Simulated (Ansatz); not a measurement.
Input file:

```yaml
crystal:
  periodic: [false, false, false]
  atoms:
    - {symbol: F, position_ang: [0.084066, 0.549880, 1.463631]}
    - {symbol: O, position_ang: [-0.080809, 0.690400, -1.432698]}
    - {symbol: Ge, position_ang: [-0.004188, -0.295881, -0.067240]}
basis:
  gaussian: {orbitals: STO-3G}
magnetization: {spin_polarized: false, initial_magnetization: 1}
correlation: {method: sc_nevpt2, electrons: all, active_space: {window: {electrons: 3, orbitals: 3}, states: [{multiplicity: 3, weights: [-1, 1]}]}}
```

```sh
$ ansatz run in.yaml --threads 1 --pin off --events-out ev --progress --plain --max-ram 2393MiB
```

(1) One thing in this input was set wrong on purpose, beside settings that are merely unusual. What is the gravest fault, and what does the program do?

Results:

(1) Impossible set of states or weights. How the run ends: refused.
```
Error: set 0 asks for 2 states and needs as many positive weights; it has [-1.0, 1.0]
```
